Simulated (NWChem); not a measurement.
System: S cation, quartet

Input file for NWChem:

```
start job
memory heap 200 mb stack 700 mb global 900 mb
charge 1
geometry units angstroms noautoz
  S      0.000000     0.000000     0.000000
end
basis spherical
  * library def2-svp
end
dft
  odft
  mult 4
  xc pbe0
  iterations 150
  mulliken
end
task dft energy
```

No stability test was run on the SCF state.

**Question.** What results follow from this input? (PBE0/def2-SVP, spin-unrestricted.) Quantities: basis functions; energy (Ha); highest occupied level (eV); lowest empty minus highest occupied level, either spin (eV); <S²>.

**Answer.** 
```
Item                                                          Result
-----------------------------------------------------------  -------
number of basis functions                                         18
energy (Ha)                                                  -397.46
highest occupied level (eV)                                   -19.58
lowest empty minus highest occupied level, either spin (eV)     6.10
<S²>                                                            3.75
```
